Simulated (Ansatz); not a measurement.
Born–Oppenheimer molecular dynamics of BCl₂H (4 atoms, charge 0, multiplicity 1). It starts from a relaxed structure.

Theory: Ansatz 0.2.0, RKS r2SCANh-D4/def2-SVP.

| Item | Value |
| --- | --- |
| ensemble | NVE (velocity Verlet) |
| time step | 0.5 fs |
| steps asked | 250 |
| starting velocities drawn for | 300 K |
| masses | H 2.014 u |
| seed | 149755 |

First frame:

```xyz
4
Properties=species:S:1:pos:R:3
B 0.030 0.000 0.017
Cl 0.022 0.000 1.759
Cl 1.534 0.000 -0.860
H -1.006 0.000 -0.581
```

Problem. How far do the bonds stretch over the last three quarters of this one trajectory? (Pairs bonded in most of those frames.)

Solution. 
```tsv
bond	mean (Å)	spread (Å)	shortest	longest
B1–Cl2	1.746	0.017	1.71	1.78
B1–Cl3	1.747	0.020	1.71	1.78
B1–H4	1.198	0.009	1.18	1.21
```

Mean temperature of the second half: 152 K. The conserved energy stayed within 0.013 meV per atom of its start (net change 0.0072 meV per atom), so the integration is sound. Over the second half the temperature averaged 0.51 of the 300 K drawn at the start: a run that starts near a minimum puts about half its kinetic energy into the potential. A run of 0.12 ps of so small a system gives no equilibrium averages.

Run time: 8.3 min on 1 thread of Arm Neoverse V2, on a shared host, peak memory 0.11 GiB.
